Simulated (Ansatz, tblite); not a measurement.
## How well does each level of theory give the elastic constant C33 of hexagonal BN?

Reference value: 27 GPa (measured, room temperature, no zero-point or thermal correction; as tabulated in Bosak et al., Phys. Rev. B 73, 041402 (2006)).

Q: What do GFN1-xTB, LDA, PBE, r²SCAN, HSE06-D3(BJ) give, and how far is each from the reference?

A: 
```csv
level (code),value (GPa),cell (Å³/atom),difference (%)
GFN1-xTB (tblite),10.6,9.32,-61
LDA (Ansatz),28.1,8.71,+4.1
PBE (Ansatz),31.5,9.13,+16.7
r²SCAN (Ansatz),20.6,9.32,-24
HSE06-D3(BJ) (Ansatz),31.7,8.83,+17.4
```

The reference is not for a static lattice or low temperature, so close values are not ranked against it. Off by more than 25 %, or 35 % on the side where a correction would as a rule narrow the miss (bounds picked here): GFN1-xTB (-61 %).

The reference isn't brought to a static lattice, while the calculations are for one, so the differences are not the levels' errors alone. A static lattice is as a rule stiffer than a warm one, by over a tenth in soft solids.  GFN1-xTB: the method was fitted mainly to molecules. GFN1-xTB: the run uses a supercell at the zone centre in place of a k mesh. LDA: LDA has no dispersion term either, though it tends to give short spacings of layers, chains or molecules. r²SCAN: the cell comes from a level without a dispersion term, which matters for the spacing of layers, chains or molecules. HSE06-D3(BJ): the dispersion coefficients are held fixed in the derivatives. Values are at the level's own equilibrium cell; PBE at the measured cell. Cutoffs and k meshes differ between the levels. Ansatz's density-functional and Hartree–Fock values are scalar-relativistic unless marked +SOC, with PAW data made under PBE.

Differences are worked out from the printed values.

Ansatz is an electronic-structure program.
